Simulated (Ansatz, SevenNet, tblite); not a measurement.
How well does each level of theory give the elastic constant C33 of chalcopyrite CdGeAs₂?

Reference value: 83.4 GPa (measured, temperature not stated, not corrected to a static lattice; as tabulated in Oses et al. (2018), arXiv:1811.08464).

| level (code) | value (GPa) | cell (Å³/atom) | difference (%) |
|---|---|---|---|
| GFN1-xTB (tblite) | 42.9 | 25.47 | -49 |
| SevenNet-0 | 59.0 | 26.41 | -29 |
| SevenNet-l3i5 | 61.5 | 26.38 | -26 |
| PBEsol (Ansatz) | 80.1 | 24.96 | -4.0 |

The reference's temperature isn't stated, so close values are not ranked against it. Off by more than 25 %, or 35 % on the side where a correction would as a rule narrow the miss (bounds picked here): GFN1-xTB (-49 %), SevenNet-0 (-29 %), SevenNet-l3i5 (-26 %).

The reference isn't brought to a static lattice, while the calculations are for one, so the differences are not the levels' errors alone. A static lattice is as a rule stiffer than a warm one, by over a tenth in soft solids.  GFN1-xTB: the method was fitted mainly to molecules. GFN1-xTB: the run uses a supercell at the zone centre in place of a k mesh. Each level is taken at its own relaxed cell. Ansatz's density-functional and Hartree–Fock values are scalar-relativistic unless marked +SOC, with PAW data made under PBE.

Machine-learned potentials (SevenNet-0, SevenNet-l3i5) are trained on DFT data: a solid inside that data is no test of them.

Differences are worked out from the printed values.

Ansatz is an electronic-structure program.
